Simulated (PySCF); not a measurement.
Molecule: `InChI=1S/C3H9N/c1-3-4-2/h4H,3H2,1-2H3/p+1`.

Atoms are numbered as in `[CH3:1][CH2:2][NH2+:3][CH3:4]`. Hydrogens are named by the atom that carries them.

Spin–spin couplings on one PBE0-D3(BJ)/def2-SVP geometry, PySCF 2.14.0 with density-fitted response routines, gas phase, non-relativistic, equivalent pairs averaged (spin–dipole term only in couplings to heteroatoms); isotopes $^{13}$C, $^{1}$H, $^{15}$N; functional B3LYP.

Problem. How do the couplings (Hz) change with the basis set? Times are CPU seconds on shared hosts with different chips, so compare them loosely. Far from the basis limit: 6-31G*, pcJ-0, 6-31G-J, def2-TZVP, cc-pVTZ.

Solution. 
```
basis set  functions  $^{1}J$(C2,H(C2))  $^{1}J$(C4,H(C4))  $^{1}J$(C1,H(C1))  $^{1}J$(N3,H(N3))  $^{1}J$(C1,C2)  $^{1}J$(N3,C4)  $^{1}J$(C2,N3)  core-s
   6-31G*         76              163.4              160.7              147.9              -75.6            47.6            -9.5            -7.6     5.2
    pcJ-0         82              132.3              132.9              119.5              -61.7            25.9            -0.7             0.9     6.1
  6-31G-J         88              158.6              159.6              142.6              -79.6            35.7            -3.6            -1.4     6.7
def2-TZVP        184              144.8              146.4              130.6              -71.8            34.6            -3.1            -1.1      18
    pcJ-1        208              153.1              154.9              138.4              -77.2            36.7            -4.9            -3.1      16
  cc-pVTZ        260              135.4              137.3              123.0              -64.7            25.8            -0.8             0.2      29
```

The Fermi-contact term samples the wavefunction at the nucleus, which is why sets with added tight s functions (names with J) are made for couplings.
